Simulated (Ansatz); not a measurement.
C₃H₅NO₂, SMILES `N/C=C\OC=O`, relaxed with RKS PBE0-D4/def2-TZVP in Ansatz from a PBE-D4/def2-SVP geometry. The force threshold is 0.005 eV/Å; the program also tests the step.

Total charge 0; spin multiplicity 1.

Start:

```xyz
11

N     0.532   -1.650    1.106
C     0.714   -1.150   -0.171
C     0.175   -0.010   -0.664
O    -0.571    0.791    0.204
C    -1.129    1.925   -0.291
O    -1.045    2.318   -1.433
H     1.284   -2.231    1.479
H     0.154   -0.988    1.787
H     1.304   -1.777   -0.857
H     0.261    0.338   -1.699
H    -1.680    2.433    0.540
```

(1) How much energy does the relaxation release, and in how many steps? (An estimate is asked.)

(2) Which bonds change most? (Estimate.)

(3) Give the relaxed structure. (An estimate is asked.)

## Answers

(1) The calculation gave: 6.90 kJ/mol, in 9 steps, 1 of them rejected.

(2) The calculation gave: C2–C3 from 1.354 to 1.330 Å; C5–H11 from 1.119 to 1.099 Å; O4–C5 from 1.357 to 1.338 Å; C3–H10 from 1.096 to 1.077 Å.

(3) Ansatz gave: 
```xyz
11

N     0.524   -1.634    1.098
C     0.701   -1.134   -0.174
C     0.168   -0.015   -0.656
O    -0.582    0.776    0.203
C    -1.115    1.901   -0.286
O    -1.011    2.301   -1.407
H     1.272   -2.204    1.452
H     0.174   -0.975    1.776
H     1.282   -1.750   -0.849
H     0.260    0.329   -1.673
H    -1.672    2.404    0.516
```
